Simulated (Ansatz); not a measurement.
Basis-set series for `BC=S`. The species carries charge 0 and has multiplicity 1. The geometry is a stationary point of PBE0-D4/def2-TZVP.

```tsv
functional	basis	functions	energy (Eh)	HOMO (eV)	LUMO (eV)
PBE0-D4	def2-SVP	61	-462.49993	-7.61	-2.80
PBE0-D4	def2-TZVPP	146	-462.70948	-7.63	-2.88
ωB97M-V	def2-SVP	61	-462.66227	-9.70	-0.50
ωB97M-V	def2-TZVPP	146	-462.87537	-9.74	-0.67
```

(1) Give the rows for def2-QZVPP. (An estimate is asked.)

Answers

(1) Ansatz gave: 
```tsv
functional	basis	functions	energy (Eh)	HOMO (eV)	LUMO (eV)
PBE0-D4	def2-QZVPP	274	-462.72531	-7.64	-2.90
ωB97M-V	def2-QZVPP	274	-462.89022	-9.76	-0.72
```
